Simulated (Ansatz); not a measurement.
in.yaml

```yaml
crystal:
  periodic: [false, false, false]
  atoms:
    - {symbol: Al, position_ang: [0.000000, 0.000000, 0.000000]}
    - {symbol: Al, position_ang: [0.000000, 0.000000, 3.753000]}
basis:
  gaussian: {orbitals: def2-SVP, point_charges: [{charge: -0.50, position_ang: [4.214, -0.644, 0.896]}]}
magnetization: {spin_polarized: false}
correlation: {method: ccsdt_q, electrons: valence}
scf: {omitted_lower_state_checks: [cluster_reference]}
output: {forces: true}
```

```sh
$ ansatz run in.yaml --threads 1 --pin off --events-out ev --progress --plain --max-ram 2393MiB
```

Roughly how long does this take on 1 thread of Arm Neoverse V1, shared host, and how much host memory?

5.5 s wall and 0.15 GiB.

```
these checks for a lower state are left out or cut short: cluster_reference
519 factors; integrals over basis functions are off by at most 1.1e-7 eV
mean field evaluation 1: about -13158.5874 eV, gradient 3.4e0 eV
mean field evaluation 2: about -13158.5871 eV, gradient 3.4e0 eV
mean field evaluation 4: about -13158.7397 eV, gradient 2.7e-1 eV
mean field evaluation 8: about -13158.7406 eV, gradient 7.7e-6 eV
mean field evaluation 16: about -13158.6163 eV, gradient 1.5e0 eV
mean field -13158.74055728 eV, -483.5747961655 hartree, gradient 6.7e-6 eV, S^2 0.000000; 2 other end points of the search recorded, 0 dependent functions left out; unrestricted orbitals would lower it
10 core orbitals not correlated: weight in the atoms' cores, before any rotation towards them, 1.000 or more for the frozen orbitals, at most 0.000 for the correlated occupied ones
reference -13158.74055728 eV, -483.5747961655 hartree; 3, 3 occupied and 23, 23 virtual orbitals, 519 factors
second order -2.08226512 eV of doubles, -0.00000000 eV of singles
cycle   1  -2.63259464 eV  change   -5.5e-1 eV  update   1.1e-1
cycle   2  -3.13902664 eV  change   -5.1e-1 eV  update   6.2e-2
cycle   3  -3.17970904 eV  change   -4.1e-2 eV  update   2.1e-2
cycle   4  -3.19774859 eV  change   -1.8e-2 eV  update   1.2e-2
cycle   5  -3.20501229 eV  change   -7.3e-3 eV  update   6.1e-3
...
cycle  23  -3.20666260 eV  change    3.0e-6 eV  update   7.4e-6
cycle  24  -3.20666865 eV  change   -6.1e-6 eV  update   5.7e-6
cycle  25  -3.20667366 eV  change   -5.0e-6 eV  update   3.1e-6
cycle  26  -3.20667506 eV  change   -1.4e-6 eV  update   2.0e-6
cycle  27  -3.20667535 eV  change   -2.9e-7 eV  update   1.7e-6
cycle  28  -3.20667527 eV  change    8.7e-8 eV  update   1.4e-6
cycle  29  -3.20667466 eV  change    6.1e-7 eV  update   1.2e-6
cycle  30  -3.20667394 eV  change    7.2e-7 eV  update   1.0e-6
cycle  31  -3.20667502 eV  change   -1.1e-6 eV  update   7.1e-7
cycle  32  -3.20667522 eV  change   -2.0e-7 eV  update   3.9e-7
perturbative correction -0.01025622 eV, -0.0003769091 hartree
the calculation of the forces begins
Total energy: -13161.95748872 eV, -483.6930162153 hartree
Atom 0 at     0.000000     0.000000     0.000000 Å, force     0.049963    -0.007636     0.599833 eV/Å
Atom 1 at     0.000000     0.000000     3.753000 Å, force     0.014330    -0.002190    -0.598924 eV/Å
Dipole moment:     0.162295    -0.024803    -0.098772 e Å
Checks for a lower state left out: cluster_reference
```

Forces (eV/Å):
```
Al   0.050 -0.008  0.600
Al   0.014 -0.002 -0.599
```
